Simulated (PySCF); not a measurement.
Simulated outer-valence photoelectron spectrum of `C(=O)/C=N/C`. Theory: EOM-IP-CCSD/aug-cc-pVDZ in PySCF, restricted Hartree–Fock reference, 5 core orbitals frozen, non-relativistic, gas phase, PBE0-D3(BJ)/def2-SVP geometry.

Each root has a Gaussian of 0.6 eV full width with its one-hole share as area; cross sections and vibrations are left out, and the highest printed point is 100.

```
ionisation energy (eV)  intensity
                   9.2          0
                   9.4          3
                   9.6         15
                   9.8         38
                  10.0         53
                  10.2         50
                  10.4         49
                  10.6         53
                  10.8         40
                  11.0         19
                  11.2         17
                  11.4         36
                  11.6         51
                  11.8         40
                  12.0         17
                  12.2          4
                  12.4          0
                  12.6          0
                  12.8          0
                  13.0          0
                  13.2          0
                  13.4          0
                  13.6          1
                  13.8          8
                  14.0         34
                  14.2         80
                  14.4        100
                  14.6         68
                  14.8         29
                  15.0         23
                  15.2         49
                  15.4         79
                  15.6         84
                  15.8         61
                  16.0         39
                  16.2         43
                  16.4         51
                  16.6         36
                  16.8         14
                  17.0          3
                  17.2          0
```

Where are the maxima, and how many lines lie under the curve?

6 maxima, at 10.0, 10.6, 11.6, 14.4, 15.5 and 16.4 eV, from 8 lines. At this width some lines have no maximum of their own.

List the lines with their holes.

```
E (eV)  leading hole (HF orbital)  area  Koopmans (eV)
 10.00                       HOMO  0.95          11.60
 10.62                     HOMO-2  0.94          12.46
 11.62                     HOMO-1  0.96          11.84
 14.36                     HOMO-4  0.95          15.61
 14.39                     HOMO-3  0.93          15.05
 15.38                     HOMO-6  0.94          17.22
 15.67                     HOMO-5  0.94          16.67
 16.40                     HOMO-7  0.93          18.43
```

The widest gap, 2.74 eV, lies between 11.62 and 14.36 eV. Only orbitals with −ε under 21 eV, eight at most, were ionised, so the high end of the curve may lack lines.

Shape of the structure used: `[CH3:1]/[N:2]=[CH:3]/[CH:4]=[O:5]`: N2–C3–C4–O5 180°.

One conformer stands for the species.
